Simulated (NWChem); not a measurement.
All runs are NWChem calculations. System: carbon tetrachloride (CCl4), charge 0, spin multiplicity 1, at a geometry optimised with B3LYP/def2-SVP. Level: TD-LDA (SVWN5)/def2-SVP.

NWChem printed:

```
             Northwest Computational Chemistry Package (NWChem) 7.3.0
             --------------------------------------------------------

                                NWChem Input Module
                                -------------------

 Scaling coordinates for geometry "geometry" by  1.889725989
 (inverse scale =  0.529177249)

 Turning off AUTOSYM since
 SYMMETRY directive was detected!

                             Geometry "geometry" -> ""
                             -------------------------

 Output coordinates in angstroms (scale by  1.889725989 to convert to a.u.)

  No.       Tag          Charge          X              Y              Z
 ---- ---------------- ---------- -------------- -------------- --------------
    1 Cl                  17.0000     1.45950100     0.00000000    -1.03200200
    2 C                    6.0000     0.00000000     0.00000000     0.00002500
    3 Cl                  17.0000    -1.45950100     0.00000000    -1.03200200
    4 Cl                  17.0000     0.00000000    -1.45948600     1.03199800
    5 Cl                  17.0000     0.00000000     1.45948600     1.03199800

 Effective nuclear repulsion energy (a.u.)     435.1409946123

            Nuclear Dipole moment (a.u.)
            ----------------------------
        X                 Y               Z
 ---------------- ---------------- ----------------
     0.0000000000     0.0000000000     0.0000264562

      Symmetry information
      --------------------

 Group name             C2v
 Group number             16
 Group order               4
 No. of unique centers     3

      Symmetry unique atoms

     1    2    4


 Summary of "ao basis" -> "" (spherical)
 ------------------------------------------------------------------------------
       Tag                 Description            Shells   Functions and Types
 ---------------- ------------------------------  ------  ---------------------
 *                          def2-svp                  on all atoms

                                 NWChem DFT Module
                                 -----------------

 Summary of "ao basis" -> "ao basis" (spherical)
 ------------------------------------------------------------------------------
       Tag                 Description            Shells   Functions and Types
 ---------------- ------------------------------  ------  ---------------------
 Cl                         def2-svp                 8       18   4s3p1d
[...]
     Dipole Oscillator Strength                    0.0000213123
     Electric Quadrupole                           0.0000000065
     Magnetic Dipole                               0.0000000000
     Total Oscillator Strength                     0.0000213187

          sigma_e =   1.8533 Angstrom
          sigma_h =   2.0626 Angstrom
         |d_h->e| =   0.0005 Angstrom
            d_exc =   3.0165 Angstrom
            d_CD1 =   0.2098 Angstrom
            d_CD2 =  -1.9574 Angstrom
            d_CD3 =   3.0170 Angstrom
     Pearson C.C. =  -0.1845

     Occ.   34  a1  ---  Virt.   38  a1   0.79974 X
     Occ.   35  b2  ---  Virt.   41  b2   0.42265 X
     Occ.   37  b1  ---  Virt.   39  b1  -0.42429 X
  ----------------------------------------------------------------------------
  Root   6 singlet b1             0.232747598 a.u.                6.3334 eV
  ----------------------------------------------------------------------------
     Transition Moments    X -0.01165   Y -0.00000   Z  0.00000
     Transition Moments   XX  0.00001  XY -0.00000  XZ -0.31064
     Transition Moments   YY -0.00000  YZ  0.00000  ZZ  0.00001
     Dipole Oscillator Strength                    0.0000210558
     Electric Quadrupole                           0.0000000065
     Magnetic Dipole                               0.0000000000
     Total Oscillator Strength                     0.0000210623

          sigma_e =   1.8512 Angstrom
          sigma_h =   2.0614 Angstrom
         |d_h->e| =   0.0163 Angstrom
            d_exc =   3.0165 Angstrom
            d_CD1 =   0.2264 Angstrom
            d_CD2 =  -1.9400 Angstrom
            d_CD3 =   3.0328 Angstrom
     Pearson C.C. =  -0.1864

     Occ.   33  b1  ---  Virt.   38  a1  -0.79972 X
     Occ.   36  a2  ---  Virt.   41  b2  -0.42287 X
     Occ.   37  b1  ---  Virt.   40  a1  -0.42410 X
  ----------------------------------------------------------------------------
  Root   7 singlet a2             0.233096904 a.u.                6.3429 eV
  ----------------------------------------------------------------------------
     Transition Moments    X -0.00001   Y -0.00001   Z  0.00000
     Transition Moments   XX  0.00004  XY -0.00023  XZ  0.00005
     Transition Moments   YY  0.00003  YZ  0.00000  ZZ  0.00004
     Dipole Oscillator Strength                    0.0000000000
     Electric Quadrupole                           0.0000000000
     Magnetic Dipole                               0.0000000000
     Total Oscillator Strength                     0.0000000000

          sigma_e =   1.7464 Angstrom
          sigma_h =   2.0894 Angstrom
         |d_h->e| =   0.0016 Angstrom
            d_exc =   2.8486 Angstrom
            d_CD1 =   0.3446 Angstrom
            d_CD2 =  -1.9162 Angstrom
            d_CD3 =   2.8503 Angstrom
     Pearson C.C. =  -0.0959

     Occ.   35  b2  ---  Virt.   39  b1   0.57816 X
     Occ.   36  a2  ---  Virt.   40  a1  -0.57762 X
     Occ.   37  b1  ---  Virt.   41  b2   0.57628 X
  ----------------------------------------------------------------------------
  Root   8 singlet b2             0.237128228 a.u.                6.4526 eV
  ----------------------------------------------------------------------------
     Transition Moments    X -0.00000   Y  0.00008   Z  0.00000
     Transition Moments   XX -0.00001  XY  0.00001  XZ  0.00000
     Transition Moments   YY  0.00001  YZ  0.00041  ZZ  0.00000
     Dipole Oscillator Strength                    0.0000000010
     Electric Quadrupole                           0.0000000000
     Magnetic Dipole                               0.0000016313
     Total Oscillator Strength                     0.0000016323

          sigma_e =   1.7418 Angstrom
          sigma_h =   2.0790 Angstrom
         |d_h->e| =   0.2833 Angstrom
            d_exc =   2.7931 Angstrom
            d_CD1 =   0.6205 Angstrom
            d_CD2 =  -1.6271 Angstrom
            d_CD3 =   3.0764 Angstrom
     Pearson C.C. =  -0.0503

     Occ.   32  b2  ---  Virt.   40  a1  -0.07067 X
     Occ.   34  a1  ---  Virt.   41  b2   0.07073 X
     Occ.   35  b2  ---  Virt.   38  a1   0.09143 X
     Occ.   35  b2  ---  Virt.   40  a1   0.70020 X
     Occ.   36  a2  ---  Virt.   39  b1  -0.69986 X

              Target root =      1
          Target symmetry = none
      Ground state energy =  -1872.007651743512
        Excitation energy =      0.199905619288
     Excited state energy =  -1871.807746124224

  stored tddft:energy   -1871.8077461242242

 Task  times  cpu:       29.2s     wall:       29.2s

 Total times  cpu:       29.2s     wall:       29.2s
```

**Question.** Write an NWChem input that would produce this output.

**Answer.** One answer among several that fit: 
```
start mol
memory heap 200 mb stack 900 mb global 1100 mb
geometry units angstroms nocenter noautoz
  Cl     1.459501     0.000000    -1.032002
  C      0.000000     0.000000     0.000025
  Cl    -1.459501     0.000000    -1.032002
  Cl     0.000000    -1.459486     1.031998
  Cl     0.000000     1.459486     1.031998
  symmetry group C2v
end
basis spherical
  * library def2-svp
end
dft
  xc slater vwn_5
  semidirect memsize 60000000 filesize 0
  iterations 100
end
tddft
  rpa
  nroots 8
  notriplet
  thresh 1e-4
end
task tddft energy
```
